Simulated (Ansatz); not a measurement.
A run of Ansatz (development build ahead of 0.2.0) on triplet CF₂ at this shape:

```yaml
atoms:
  - { symbol: C, position_ang: [-0.2750, -0.2649, -0.4512] }
  - { symbol: F, position_ang: [0.2390, -0.8220, 0.5951] }
  - { symbol: F, position_ang: [-0.0557, 0.9986, -0.2943] }
```

Its results:

```json
{
 "Converged": "yes",
 "Total energy": "-236.40981 hartree",
 "Spin squared of the determinant": "2.006",
 "Stability test": "minimum"
}
```

Forces (eV/Å):
```csv
atom,Fx,Fy,Fz
C1,0.985,0.947,1.617
F2,-0.200,-2.287,0.077
F3,-0.786,1.340,-1.694
```

**Question.** Which input gives this output? Name the method, the orbitals and the basis set, and write the input.

**Answer.** UHF in def2-SVP.

```yaml
crystal:
  periodic: [false, false, false]
  atoms:
    - { symbol: C, position_ang: [-0.275, -0.2649, -0.4512] }
    - { symbol: F, position_ang: [0.239, -0.822, 0.5951] }
    - { symbol: F, position_ang: [-0.0557, 0.9986, -0.2943] }
basis:
  gaussian: { orbitals: def2-SVP }
magnetization:
  spin_polarized: true
  initial_magnetization: 2
hamiltonian:
  xc: hf
output:
  forces: true
```

Caution: another spin multiplicity may lie lower.
